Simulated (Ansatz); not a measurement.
## Relaxing Ti₃Al₅

Method: DFT r2SCAN, scalar-relativistic, plane waves, PAW (Ansatz 0.2.0).

The start is a database structure of Ti₃Al₅, space group P4/mmm (No. 123).

The final relaxation ran on this input, with the default PAW datasets:

```yaml
crystal:
  lattice:
    - [3.89538318, 0.0, 0.0]
    - [0.0, 3.89538318, 0.0]
    - [0.0, 0.0, 8.32602421]
  atoms:
    - { symbol: Ti, position: [0.0, 0.0, 0.5] }
    - { symbol: Ti, position: [0.5, 0.5, 0.0] }
    - { symbol: Ti, position: [0.5, 0.5, 0.5] }
    - { symbol: Al, position: [0.0, 0.5, 0.25048797] }
    - { symbol: Al, position: [0.0, 0.5, 0.74951203] }
    - { symbol: Al, position: [0.5, 0.0, 0.25048797] }
    - { symbol: Al, position: [0.5, 0.0, 0.74951203] }
    - { symbol: Al, position: [0.0, 0.0, 0.0] }
basis:
  ecutwfc: 500
kpoints:
  mp_grid: { grid: [10, 10, 6] }
hamiltonian:
  xc: r2scan
scf:
  occupations: { method: gaussian, width: 0.1 }
output:
  forces: true
  stress: true
  eigenvalues: true
relax:
  adjacent_minimum: "off"
  f_tol: 0.01
  max_steps: 80
  cell: { stress_tol: 0.05 }
```

Launched as:

```bash
ansatz run input.yaml --threads 1 --pin off --max-ram 2560MiB --backend cpu --events-out ev --progress --plain --runs-dir out
```

The run took 93 s on 1 thread of Intel(R) Xeon(R) 6975P-C (Granite Rapids), on a shared host, peak memory 0.88 GiB.

End of the output:

```
SCF converged after 7 iterations
Free energy (F): -10218.689609 eV
Harris-Foulkes:  -10218.689609 eV  (|F-HF|=1.46e-11)
Internal energy: -10218.666814 eV  (E = F + TS)
E sigma→0 (E₀):  -10218.678212 eV
Entropy (-TS):   -0.022795 eV (-2.849 meV/atom)
Fermi energy:    10.560641 eV
--- Per-component energies (eV) ---
  E_band       = -521.116909
  E_kinetic    = 940.526456
  E_local      = -3676.155040  (includes V_loc(G=0)·N_el)
  E_nonlocal   = 73.657808
  E_hartree    = 1613.401502
  E_xc         = -465.566455
  E_vxc        = -558.332394  (∫ρ·V_xc dr)
  E_paw        = -5538.551241  (= ΣΔE_a)
  E_vpaw       = -561.093218  (= ΣTr[D̂ρ^β])
  E_aug_tail   = 0.000278  (compensation charges beyond the density's cutoff)
  E_vtau       = 33.476408  (kinetic-family band-sum trace: ∫τ·v_τ [+ j·A + Jᵃ·Aᵃ] dr)
  E_ewald      = -3164.919210
  E_core_change = -1.060912  (= ΣΔE_core)
  E_smearing   = -0.022795  (= −TS)
  E_closure    = 0.000000  (closes the sum)
  Σ components = -10218.689609   (vs F -10218.689609, Δ=0.00e0)
--- Forces (eV/Å), atoms counted from 1 ---
  atom   1  Ti     0.00000000     0.00000000     0.00000000
  atom   2  Ti     0.00000000     0.00000000     0.00000000
  atom   3  Ti     0.00000000     0.00000000     0.00000000
  atom   4  Al     0.00000000     0.00000000    -0.00007364
  atom   5  Al     0.00000000     0.00000000     0.00007364
  atom   6  Al     0.00000000     0.00000000    -0.00007364
  atom   7  Al     0.00000000     0.00000000     0.00007364
  atom   8  Al     0.00000000     0.00000000     0.00000000
  max |Σ_I F_I| component: 1.73e-18 eV/Å
--- Stress (GPa, compression-positive) ---
       -0.003839       0.000000       0.000000
        0.000000      -0.003839       0.000000
        0.000000       0.000000       0.002759
  P = ⅓ Tr σ = -0.0016 GPa (-0.016 kbar)
--- Relaxed structure (3 steps of the walk, 3 accepted, 1 SCFs on fresh bases) ---
  F+E_penalty+E_count = -10218.68960942 eV   max|allowed force component| = 7.364e-5 eV/Å   (the final SCF, on the basis selected at the relaxed cell)
  cell:  # Å, volume = 126.5154 Å³
    - [3.898448, 0.000000, 0.0]
    - [0.000000, 3.898448, 0.0]
    - [0.0, 0.0, 8.324535]
  atoms:
    - { symbol: Ti, position: [0.000000, 0.000000, 0.5] }
    - { symbol: Ti, position: [0.5, 0.5, 0.0] }
    - { symbol: Ti, position: [0.5, 0.5, 0.5] }
    - { symbol: Al, position: [0.000000, 0.5, 0.251351] }
    - { symbol: Al, position: [0.000000, 0.5, 0.748649] }
    - { symbol: Al, position: [0.5, 0.000000, 0.251351] }
    - { symbol: Al, position: [0.5, 0.000000, 0.748649] }
    - { symbol: Al, position: [0.000000, 0.000000, 0.0] }
```

Absolute energies hang on the potentials; compare differences alone.

The result has space group P4/mmm (No. 123). Ti on Wyckoff site b (1 atom of the primitive cell) has 4 Ti at 2.76 Å and 8 Al at 2.84 Å; around Ti on Wyckoff site c (1 atom of the primitive cell) lie 12 Al at 2.76–2.86 Å; Ti on Wyckoff site d (1 atom of the primitive cell) is coordinated by 4 Ti at 2.76 Å and 8 Al at 2.84 Å; Al on Wyckoff site i (4 atoms of the primitive cell) is coordinated by 6 Al at 2.76–2.86 Å and 6 Ti at 2.84–2.86 Å.

Against the elements it lies at -0.44 eV/atom. The zero of energy is the elements' standard structures at the same level; no fitted shifts are applied.

The k mesh leaves about 4 meV/atom of noise in metals.

A structure relaxed within its symmetry needn't be a true minimum.